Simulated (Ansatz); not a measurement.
## SiH2O (oxosilane): the energy, rung by rung

The species is SiH2O (4 atoms), meant as a singlet with charge 0. As SMILES, `O=[SiH2]`. The shape was relaxed beforehand at wB97X-V/def2-SVP.

| atom | x (Å) | y (Å) | z (Å) |
| --- | --- | --- | --- |
| O | -0.2852 | 0.4169 | 1.4813 |
| Si | -0.0073 | 0.0094 | 0.0339 |
| H | 0.4411 | -1.3472 | -0.3817 |
| H | -0.1486 | 0.9209 | -1.1336 |

Each level gives the adiabatic ionisation energy (to the doublet cation, shapes relaxed at wB97X-V/def2-SVP, no zero-point term) (eV). The values are calculated.

```json
{"level": "HF/def2-TZVPP", "kind": "Hartree–Fock", "program": "Ansatz", "value (eV)": "8.63", "less CCSD(T)/def2-TZVPP": "-1.87", "CPU time (all runs)": "3.2 s"}
{"level": "SVWN5/def2-TZVPP", "kind": "LDA", "program": "Ansatz", "value (eV)": "10.87", "less CCSD(T)/def2-TZVPP": "+0.37", "CPU time (all runs)": "1.9 s"}
{"level": "BLYP/def2-TZVPP", "kind": "GGA", "program": "Ansatz", "value (eV)": "10.42", "less CCSD(T)/def2-TZVPP": "-0.08", "CPU time (all runs)": "4.1 s"}
{"level": "B3LYP/def2-TZVPP", "kind": "global hybrid", "program": "Ansatz", "value (eV)": "10.51", "less CCSD(T)/def2-TZVPP": "+0.01", "CPU time (all runs)": "2.9 s"}
{"level": "CAM-B3LYP/def2-TZVPP", "kind": "range-separated hybrid", "program": "Ansatz", "value (eV)": "10.51", "less CCSD(T)/def2-TZVPP": "+0.01", "CPU time (all runs)": "4.8 s"}
{"level": "B2PLYP/def2-TZVPP", "kind": "double hybrid", "program": "Ansatz", "value (eV)": "10.56", "less CCSD(T)/def2-TZVPP": "+0.06", "CPU time (all runs)": "5.2 s"}
{"level": "MP2/def2-TZVPP", "kind": "perturbation theory", "program": "Ansatz", "value (eV)": "10.85", "less CCSD(T)/def2-TZVPP": "+0.35", "CPU time (all runs)": "3 s"}
{"level": "CCSD(T)/def2-TZVPP", "kind": "coupled cluster or CI", "program": "Ansatz", "value (eV)": "10.50", "less CCSD(T)/def2-TZVPP": "0.00", "CPU time (all runs)": "7.8 s"}
```

Differences are taken from CCSD(T)/def2-TZVPP for orientation; it has basis-set and higher-order errors of its own. The values span 8.63 to 10.87 eV. CPU times are rough (shared hosts, several kinds of processor): they show what a rung costs within a factor of a few.
